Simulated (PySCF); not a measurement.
**NaC+: bond curves at several levels of theory**

An exercise on one series of results from a longer session: the logs are not shown, and one member is left open.

Computed with PySCF 2.14.0. Level: Na aug-cc-pVDZ, C aug-cc-pVDZ, no relativity.

The first run:

The job is set up so:

- atoms: Na, C
- charge: 1
- basis: Na aug-cc-pVDZ, C aug-cc-pVDZ
- Hamiltonian: no relativity
- basis functions: 50
- electrons treated: 16
- masses in u: 22.9898, 12.0000
- levels: PBE0, PBE, r²SCAN, PW91, r²SCAN0, PBEsol, HSE06, HF, MP2, SCS-MP2, CCSD, CCSD(T)
- grid: 80 radial by 434 angular points
- occupations: held fixed by the projection of orbital angular momentum
- dissociation limit: Na+ + C, each in its ground configuration
- starting distance in angstrom: 2.385
- values of 2S to try: 0, 2

Run with:

```
OMP_NUM_THREADS=1 python dia.py task.json out
```

Among the steps run: The job; The PBE0 curve of the state that the search chose; Other states along the same grid; PBE (GGA); r²SCAN (meta-GGA); PW91 (GGA); r²SCAN0 (hybrid meta-GGA); PBEsol; HSE06 (range-separated hybrid); UHF (mean field); Correlated methods on the Hartree–Fock reference.

One table of the session follows, with a row left open; its other results are not shown here.

It belongs to the step «The curves together». Energy (eV) from each level's lowest point:

| R (Å) | UHF | UHF-MP2 | UHF-SCS-MP2 | UHF-CCSD | UHF-CCSD(T) |
| --- | --- | --- | --- | --- | --- |
| 2.355 | 0.143 | 0.137 | 0.137 | n/a | n/a |
| 2.464 | 0.064 | 0.063 | 0.063 | 0.067 | 0.068 |
| 2.574 | 0.021 | 0.022 | 0.022 | 0.025 | 0.026 |
| 2.656 | 0.006 | 0.006 | 0.006 | 0.008 | 0.009 |
| 2.738 | 0.000 | 0.000 | 0.000 | 0.001 | 0.001 |
| 2.820 | 0.001 | 0.000 | 0.000 | 0.000 | 0.000 |
| 2.930 | 0.010 | 0.007 | 0.007 | 0.006 | 0.006 |
| 3.067 | ? | ? | ? | ? | ? |
| 3.231 | 0.051 | 0.046 | 0.046 | 0.042 | 0.042 |
| 3.450 | 0.085 | 0.079 | 0.079 | n/a | n/a |

Estimate the missing values for R (Å) = 3.067.

Worked estimate for «UHF». A straight line through the neighbours (2.930, 0.010) and (3.231, 0.051) gives 0.010 + (0.051 − 0.010) × (3.067 − 2.930) / (3.231 − 2.930) = 0.029; a parabola fitted to 4 rows on both sides gives 0.028.

The run gave: UHF: 0.027; UHF-MP2: 0.022; UHF-SCS-MP2: 0.022; UHF-CCSD: 0.020; UHF-CCSD(T): 0.020. In «UHF» the line misses by +0.002 and the parabola by +0.001.

To keep in mind: The bond is weak, and basis-set superposition, which was not computed, may be a sizeable part of it.
